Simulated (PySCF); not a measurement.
Fill in the blanks.

Furan, C4H4O.
Structure used (PBE0-D3(BJ)/def2-SVP), in Å, numbered top down from 1:
```
atom  x, y, z in Å
C1     0.8664   -0.1844   -0.5200
C2    -0.4564   -0.7286   -0.5618
C3    -1.1638   -0.0596    0.3917
O4    -0.3812    0.8492    1.0066
C5     0.8442    0.7709    0.4515
H6     1.7191   -0.4668   -1.1336
H7    -0.8294   -1.5145   -1.2148
H8    -2.1938   -0.1168    0.7341
H9     1.5949    1.4505    0.8464
```

| property | level | value |
| --- | --- | --- |
| point group | PBE0-D3(BJ)/def2-SVP | C2v |
| rotational constants A, B, C | PBE0-D3(BJ)/def2-SVP | ? |
| dipole moment | PBE0/pcSseg-1 | ? |
| HOMO energy | PBE0/pcSseg-1 | -6.70 eV |
| LUMO energy | PBE0/pcSseg-1 | ? |
| 13C chemical shifts (computed TMS as zero) by class | GIAO PBE0/pcSseg-1 | 146.1 (C3/C5), 115.4 (C1/C2) ppm |
| 1H chemical shifts (computed TMS as zero) by class | GIAO PBE0/pcSseg-1 | 7.42 (H8/H9), 6.55 (H6/H7) ppm |
| isotropic shieldings of nuclei other than C and H, by class | GIAO PBE0/pcSseg-1 | 28 (O4) ppm |
| largest of the computed one-bond spin–spin couplings (means over like bonds) | B3LYP/pcJ-1 | 13C–1H +212.4 (C3–H8 and 1 like it), 13C–1H +184.7 (C1–H6 and 1 like it), 13C–13C +78.3 (C1–C5 and 1 like it), 13C–13C +56.8 (C1–C2), 17O–13C +26.4 (O4–C3 and 1 like it) Hz |

The electronic properties come from PySCF, for the isolated species, density fitting.

(1) What is the LUMO energy?

(2) Give the rotational constants A, B, C.

(3) Give the dipole moment.

Results:

(1) 0.33 eV.

(2) 9.545, 9.313, 4.714 GHz.

(3) 0.56 D.

The dipole matches unit charges of opposite sign 0.12 Å apart (1 e·Å = 4.8032 D). The rotational constants make it an asymmetric top with κ = (2B − A − C)/(A − C) = 0.90, nearer the oblate limit (+1). A dipole of 0.56 D is allowed in C2v, and pure rotational transitions are dipole-allowed. With B = h/(8π²I), that is 505.379 GHz u Å² over I, the principal moments of inertia are 52.9, 54.3 and 107.2 u Å² (most abundant isotopes); the inertial defect Ic − Ia − Ib is 0.0 u Å² (zero for a rigid planar frame, negative otherwise).

For the spin–spin coupling job (B3LYP/pcJ-1), the run took about 13 s of CPU time (one thread, shared machine).
